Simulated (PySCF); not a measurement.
Some computed properties have been withheld. Give your best values.

Species: cyanide anion, CN (charge -1).
SMILES: `[C-]#N`

```csv
property,level,value
point group,PBE0-D3(BJ)/def2-TZVP,C∞v
rotational constant B (linear),PBE0-D3(BJ)/def2-TZVP,?
HOMO energy,B97-2/pcSseg-2,?
LUMO energy,B97-2/pcSseg-2,?
13C chemical shifts (computed TMS as zero) by class,GIAO B97-2/pcSseg-2,168.3 (1 C) ppm
"isotropic shieldings of nuclei other than C and H, by class",GIAO B97-2/pcSseg-2,?
```

Gas-phase values; electronic properties from PySCF, density fitting. Geometry: PBE0-D3(BJ)/def2-TZVP; no solvent, vibrations or thermal averaging. No diffuse functions stand in pcSseg-2, which bears on an anion's orbital energies.

**Question.** The isotropic shieldings of nuclei other than C and H, by class?

**Answer.** -42 (1 N) ppm.

**Question.** What is the rotational constant B (linear)?

**Answer.** 57.134 GHz.

**Question.** The LUMO energy?

**Answer.** 7.80 eV.

**Question.** Give the HOMO energy.

**Answer.** -0.92 eV.

For a rigid linear rotor the levels are B·J(J + 1), so J = 1 lies 2B = 114.27 GHz above J = 0.
